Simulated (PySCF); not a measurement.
# CN⁺ (triplet): the SCF solver's settings

The same problem is solved with other solver options, one edit a run.

The runs use PySCF 2.14.0; method and basis as typed in the scripts.

### 1 The starting structure

CN⁺ (triplet): 2 atoms, charge 1, spin multiplicity 3.

Bond lengths: C1–N2 1.187 Å.

### 2 The run that the others are compared with

File input.py:

```python
from pyscf import gto, dft

mol = gto.M(
    atom='C 0 0 0; N 0 0 1.187',
    basis='6-31+g*',
    charge=1,
    spin=2,
    verbose=4,
)
mf = dft.UKS(mol, xc='pbesol')
mf.kernel()
mf.analyze()
print('orbital energies (hartree):', [e[max(0, n-3):n+3].round(4) for e, n in zip(mf.mo_energy, mol.nelec)])
```

On the command line:

```
> OMP_NUM_THREADS=1 python input.py
```

The log of this run is left out.

It gives: E(SCF) = -91.718094 Eh, 10 cycles, ⟨S²⟩ = 2.004.

The bond length is a typed value, not an optimised one. The dipole of an ion depends on the origin. The triplet is typed in the script; nothing here shows that it is the ground state.

### 3 Convergence threshold 1e-07 hartree

Run 1 changes convergence threshold: default → 1e-07 hartree.

File input.py:

```python
from pyscf import gto, dft

mol = gto.M(
    atom='C 0 0 0; N 0 0 1.187',
    basis='6-31+g*',
    charge=1,
    spin=2,
    verbose=4,
)
mf = dft.UKS(mol, xc='pbesol')
mf.conv_tol = 1e-07
mf.kernel()
mf.analyze()
print('orbital energies (hartree):', [e[max(0, n-3):n+3].round(4) for e, n in zip(mf.mo_energy, mol.nelec)])
```

On the command line:

```
> OMP_NUM_THREADS=1 python input.py
```

### 4 DIIS space 12

Run 2 changes DIIS space: default → 12.

input.py, as its differences from that of step 2:

```diff
@@ -10,2 +10,3 @@
 mf = dft.UKS(mol, xc='pbesol')
+mf.diis_space = 12
 mf.kernel()
```

### 5 Second-order solver on

Run 3 changes second-order solver: off → on.

input.py, as its differences from that of step 2:

```diff
@@ -10,2 +10,3 @@
 mf = dft.UKS(mol, xc='pbesol')
+mf = mf.newton()
 mf.kernel()
```

### 6 Initial guess 1e

Run 4 changes initial guess: minao → 1e.

input.py, as its differences from that of step 2:

```diff
@@ -10,2 +10,3 @@
 mf = dft.UKS(mol, xc='pbesol')
+mf.init_guess = '1e'
 mf.kernel()
```

**Question.** What will these runs give? Wanted: for each run, E(SCF); from base; gap, α spin.

The runs gave:

| run | E(SCF) (hartree) | from base (eV) | cycles | gap, α spin (eV) |
| --- | --- | --- | --- | --- |
| base | -91.718094 | 0 | 10 | 7.09 |
| convergence threshold 1e-07 hartree | -91.718094 | 0.0000 | 9 | 7.09 |
| DIIS space 12 | -91.718094 | 0.0000 | 10 | 7.09 |
| second-order solver on | -91.718094 | 0.0000 | 3 macro | 7.08 |
| initial guess 1e | -91.718094 | 0.0000 | 12 | 7.09 |

Distance from each run's final energy (log10 hartree) by cycle:

| run | cycle 1 | cycle 2 | cycle 3 | cycle 5 | cycle 8 | cycle 12 |
| --- | --- | --- | --- | --- | --- | --- |
| base | -1.3 | -0.9 | -1.2 | -4.7 | -7.8 | done |
| convergence threshold 1e-07 hartree | -1.3 | -0.9 | -1.2 | -4.7 | -7.8 | done |
| DIIS space 12 | -1.3 | -0.9 | -1.2 | -4.7 | -7.8 | done |
| second-order solver on | -4.4 | -10.0 | < -11 | done | done | done |
| initial guess 1e | 0.9 | 0.8 | -0.3 | -2.6 | -4.5 | -9.7 |

**Reading.** With convergence threshold 1e-07 hartree or DIIS space 12 or second-order solver on or initial guess 1e the SCF ends at the base energy. With DIIS space 12, initial guess 1e the path hardly changes: 10 to 12 cycles against 10.
